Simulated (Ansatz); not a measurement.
Isolated molecules relaxed with PBE0-D4/def2-TZVP in Ansatz; ΔE leaves out vibrations. CCSD(T)/CBS is frozen-core, at the limit of the def2 triple- and quadruple-zeta sets. DFT in def2-TZVPP. B3LYP here is the variant with VWN-RPA as its local correlation; programs differ in this. HSE06 is defined as in plane-wave codes.

`[SiH]Cl` + H₂ → `[SiH2]` + HCl  (hydrogenolysis of the Si–Cl bond)

| level | ΔE (kcal/mol) | difference from CCSD(T)/CBS |
| --- | --- | --- |
| LDA (SPW92) | 28.7 | 1.0 |
| BLYP-D4 | 29.4 | 1.7 |
| r2SCAN-D4 | 29.5 | 1.8 |
| B97M-V | 26.9 | -0.8 |
| B3LYP-D4 | 28.2 | 0.5 |
| r2SCAN0-D4 | 28.4 | 0.7 |
| BHLYP-D4 | 26.9 | -0.8 |
| B2PLYP | 27.5 | -0.2 |
| PBE-QIDH | 27.3 | -0.4 |
| PBE | 28.7 | 1.0 |
| r2SCAN | 29.4 | 1.7 |
| PBE0 | 27.3 | -0.4 |
| B3LYP | 27.1 | -0.6 |
| r2SCANh | 28.9 | 1.2 |
| r2SCAN0 | 28.2 | 0.5 |
| HSE06 | 27.4 | -0.3 |
| BHLYP | 25.9 | -1.8 |
| CAM-B3LYP | 26.2 | -1.5 |
| LC-ωPBE | 25.9 | -1.8 |
| MP2/def2-SVP | 24.6 | -3.1 |
| CCSD(T)/def2-SVP | 22.6 | -5.1 |
| HF/def2-TZVPP | 23.0 | -4.7 |
| MP2/def2-TZVPP | 28.3 | 0.6 |
| SCS-MP2/def2-TZVPP | 26.7 | -1.0 |
| HF/def2-QZVPP | 23.2 | -4.5 |
| SCS-MP2/def2-QZVPP | 27.7 | 0.0 |
| CCSD/def2-QZVPP | 25.5 | -2.2 |
| CCSD(T)/def2-QZVPP | 26.9 | -0.8 |
| HF/CBS(def2) | 23.2 | -4.5 |
| MP2/CBS(def2) | 30.0 | 2.3 |
| HF/cc-pV(D+d)Z | 19.9 | -7.8 |
| MP2/cc-pV(D+d)Z | 24.4 | -3.3 |
| CCSD/cc-pV(D+d)Z | 21.1 | -6.6 |
| CCSD(T)/cc-pV(D+d)Z | 22.0 | -5.7 |
| CCSD/cc-pV(T+d)Z | 24.5 | -3.2 |
| HF/cc-pV(Q+d)Z | 23.2 | -4.5 |
| MP2/cc-pV(Q+d)Z | 29.3 | 1.6 |
| CCSD(T)/cc-pV(Q+d)Z | 26.8 | -0.9 |
| HF/CBS(cc) | 23.2 | -4.5 |
| MP2/CBS(cc) | 30.0 | 2.3 |
| CCSD(T)/CBS | 27.7 | 0 |

Largest T1 diagnostic among the species: 0.014.

Leaving LDA and LC-ωPBE aside and taking each functional with its dispersion term where it has one, the values, not all of them listed here, spread over 2.8 kcal/mol, from CAM-B3LYP-D4 to revPBE-D4. From PBE to PBE0 (25 % exact exchange), in def2-TZVPP and without D4, ΔE moves by −1.4 kcal/mol. At CCSD(T), def2-SVP lies −5.1 kcal/mol from the extrapolated value and def2-TZVPP −2.1 kcal/mol.
